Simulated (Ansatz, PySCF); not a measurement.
Species: C$_{2}$H$_{6}$O (charge 0, singlet). SMILES: COC
Coordinates optimised at B3LYP-D3(BJ)/def2-TZVP (Ansatz, an electronic-structure program):
```
O
C 1 1.4094
H 2 1.0890 1 107.47
H 2 1.0983 3 109.03 1 -120.94
H 2 1.0983 3 109.03 4 -118.12
C 1 1.4094 2 112.50 3 -180.00
H 6 1.0890 1 107.47 2 180.00
H 6 1.0983 7 109.03 1 120.94
H 6 1.0983 7 109.03 8 118.12
```

Wanted: size of the dipole moment, in D. Set-up: dispersion terms only where a functional's name holds one; non-relativistic; spin-orbit terms left out; 6-311+G** with 5d; six Cartesian d functions in 6-31G* and its kin unless marked 5d. First-principles rows: single points at B3LYP-D3(BJ) geometries (Ansatz).

Measured values: NIST CCCBDB, as tabulated in the package chemicals; dipoles are vibrational averages. 

Value to compare with, the measured value: 1.30 D.

| level | program | size of the dipole moment (D) | error |
|---|---|---|---|
| SVWN5/6-31G* | Ansatz | 1.22 | -0.08 |
| PBE/STO-3G | Ansatz | 1.03 | -0.27 |
| PBE/3-21G | Ansatz | 1.30 | 0.00 |
| BP86/def2-SVP | PySCF | 1.19 | -0.11 |
| B3LYP/6-31G* | Ansatz | 1.28 | -0.02 |
| B3LYP/6-31+G* | Ansatz | 1.45 | 0.15 |
| B3LYP/cc-pVDZ | Ansatz | 1.16 | -0.14 |
| B3LYP/6-311+G** | Ansatz | 1.45 | 0.15 |
| M06-2X/6-311+G** | PySCF | 1.51 | 0.21 |

Among the 9 habitual levels, PBE/STO-3G lies farthest from the measured value (-0.27 D); 3 of 9 lie above it, and their mean absolute error is 0.13 D, the median 0.14. One case shows no general order.

The levels are drawn from those run, B3LYP/6-31G* more often than the rest, none by its result; runs whose electronic state is in doubt are left out.
